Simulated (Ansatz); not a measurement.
Basis-set extrapolation for C3H6O2 (`O[C@@H]1C[C@@H]1O`) (PBE0-D4/def2-TZVP geometry, frozen core, Ansatz 0.2.0). Multiplicity 1, RHF reference.

```json
{"": "HF", "def2-TZVPP": "-266.878155", "def2-QZVPP": "-266.890471"}
{"": "MP2 correlation", "def2-TZVPP": "-0.980107", "def2-QZVPP": "-1.051012"}
{"": "CCSD(T) correlation", "def2-TZVPP": "-1.046313", "def2-QZVPP": "not run"}
```

Energies in hartree. Use E(X) = E(∞) + A·exp(−7.88·√X) for Hartree–Fock and E(X) = E(∞) + B·X^(−2.97) for correlation, with X = 3 and 4, and add CCSD(T) minus MP2 of the smaller set to the MP2 limit.

What is the CCSD(T) energy at the basis-set limit?

HF limit: -266.890471 + (-0.012316) × 0.13774 = -266.89217. MP2 limit: -1.051012 + (-0.070905) × 0.74074 = -1.10353. Higher-order term: -1.046313 − (-0.980107) = -0.06621. Total: -268.06191 hartree, 3.74 eV below CCSD(T)/def2-TZVPP.
